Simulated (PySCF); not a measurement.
# A diatomic session: NaO

An exercise on one series of results from a longer session: the logs are not shown, and one member is left open.

Program: PySCF 2.14.0. Level of theory: Na pcseg-1, O pcseg-1, no relativity. These are calculated values, not measurements.

The first run:

Settings of the job:

| Quantity | Value |
| --- | --- |
| atoms | Na, O |
| charge | 0 |
| basis | Na pcseg-1, O pcseg-1 |
| Hamiltonian | no relativity |
| basis functions | 24 |
| electrons treated | 19 |
| masses in u | 22.9898, 15.9949 |
| levels | PBE0, PBE, r²SCAN, r²SCANh, M06-L, M06-2X, LC-ωPBE, HF, MP2, SCS-MP2, CCSD, CCSD(T) |
| grid | 80 radial by 434 angular points |
| occupations | held fixed by the projection of orbital angular momentum |
| dissociation limit | Na + O, each in its ground configuration |
| starting distance in angstrom | 2.175 |
| values of 2S to try | 1, 3 |

Steps of the session up to this table: Input; First curve: PBE0; Excited determinants; PBE; r²SCAN; r²SCANh; M06-L; M06-2X (hybrid meta-GGA); LC-ωPBE (range-separated hybrid); UHF; Correlated methods on the Hartree–Fock reference.

One of the session's tables, all rows but one given; the rest of the session is left out.

It belongs to the step «The curves together». Energy (eV) from each level's lowest point:

```
R (Å)    UHF  UHF-MP2  UHF-SCS-MP2  UHF-CCSD  UHF-CCSD(T)
1.773  0.579    0.626        0.625       n/a          n/a
1.856  0.250    0.285        0.285     0.284        0.288
1.938      ?        ?            ?         ?            ?
2.000  0.014    0.025        0.025     0.025        0.026
2.062  0.000    0.000        0.000     0.000        0.000
2.124  0.020    0.009        0.009     0.009        0.008
2.206  0.086    0.061        0.061     0.061        0.057
2.309  0.212    0.169        0.169     0.169        0.162
2.433  0.399    0.339        0.337     0.336        0.325
2.598  0.675    0.600        0.598       n/a          n/a
```

**Question.** Estimate the row for R (Å) = 1.938.

Worked estimate for «UHF». A straight line through the neighbours (1.856, 0.250) and (2.000, 0.014) gives 0.250 + (0.014 − 0.250) × (1.938 − 1.856) / (2.000 − 1.856) = 0.116; a parabola fitted to 4 rows on both sides gives 0.068.

The run gave: UHF: 0.074; UHF-MP2: 0.096; UHF-SCS-MP2: 0.096; UHF-CCSD: 0.095; UHF-CCSD(T): 0.098. In «UHF» the line misses by +0.042 and the parabola by -0.006.

State 2 has its PBE0 minimum 0.36 eV higher. The other levels ran on the lowest alone.
